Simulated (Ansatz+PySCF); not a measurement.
The numbers below are computed, except where a source is named.
Several solutions for singlet C2H4

```xyz
6

C     0.0000    0.0000   -0.7185
C     0.0000    0.0000    0.7185
H     0.0000   -1.0056   -1.3395
H     0.0000    1.0056   -1.3395
H     0.0000   -1.0056    1.3395
H     0.0000    1.0056    1.3395
```

Basis set: def2-SVP (spherical functions). Charge 0, multiplicity 1.

UHF was run from several starts with Ansatz (development build ahead of 0.2.0) and PySCF 2.14.0.

| run | program | start | converged | energy (hartree) | <S²> |
| --- | --- | --- | --- | --- | --- |
| A | PySCF | guess atom, instabilities followed | yes | -77.94417 | 0.35 |
| B | PySCF | guess huckel, instabilities followed | yes | -77.94417 | 0.35 |
| C | Ansatz | stability test followed | yes | -77.94417 | 0.35 |
| D | PySCF | guess minao, instabilities followed | yes | -77.94417 | 0.35 |
| E | PySCF | guess 1e, instabilities followed | yes | -77.94417 | 0.35 |
| F | Ansatz | atomic start, no search | yes | -77.93951 | 0.00 |
| G | Ansatz | search for the lowest state | yes | -77.94417 | 0.35 |
| H | PySCF | program defaults | yes | -77.93951 | 0.00 |

(1) Which runs reached the lowest solution of this kind, and what is wrong with the others?

Results:

(1) A, B, C, D, E, G reached the lowest solution found. Converged but too high: F by 0.13 eV, H by 0.13 eV. Convergence only shows a stationary point, and even a stable one can lie too high; stability tests and further starts are what find lower ones. Caution: the unrestricted determinant is spin contaminated. Caution: the determinant breaks the point group.
